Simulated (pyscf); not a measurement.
PySCF, gas phase, ωB97X-D3(BJ)/def2-SVP geometries. Correlated levels are frozen-core, on RHF or UHF. ΔMP2 is the change of the MP2 total energy from the triple- to the quadruple-zeta basis.

Task: Estimate by transition-state theory (the high-pressure limit) the rate constant of `[SiH2]=[Se]` + `[ClH]` → `[Cl][SiH2][SeH]` (singlet surface; Cl–H broken, H–Se, Cl–Si formed) at 900 K, with CCSD(T)/def2-TZVPP + ΔMP2(QZVPP) energies (ideal gas, 1 atm, RRHO with modes under 100 cm⁻¹ raised to 100, one conformer, R ln 2 for chiral ones without a mode under 150 cm⁻¹; no tunnelling).

Result: The electronic barrier is 0.5 kcal/mol and the thermal terms add +28.8, so ΔG‡ = 29.3 kcal/mol. With k_BT/h = 1.88e+13 s⁻¹ and RT = 1.788 kcal/mol, and a volume of 1.23e-19 cm³ per molecule at 1 atm, k = 1.8e-13 cm³ molecule⁻¹ s⁻¹. The product is born with the 47 kcal/mol of the reverse barrier and needs collisions to keep. Wigner's tunnelling factor for 412i cm⁻¹ would be 1.02. A shift of 1 kcal/mol in the barrier changes k by a factor 1.7. On the reactant side the descent ends in a complex, 6.5 kcal/mol under the separated species and 3.1 kcal/mol under the saddle at ωB97X-D3(BJ)/def2-TZVP. At ωB97X-D3(BJ)/def2-TZVP the barrier from the zero used here is -3.4 kcal/mol. This is the saddle that the search found; another between the same sides may lie lower. The CCSD(T) − MP2 part came from Ansatz, without density fitting, on the same reference. The frozen core leaves the outer d or s,p core shells of the metals and heavy elements correlated in the MP2 and CC values, and def2-TZVPP describes them poorly, which can shift differences by a few kcal/mol. Elements up to Kr have no core potential and no relativistic terms here.
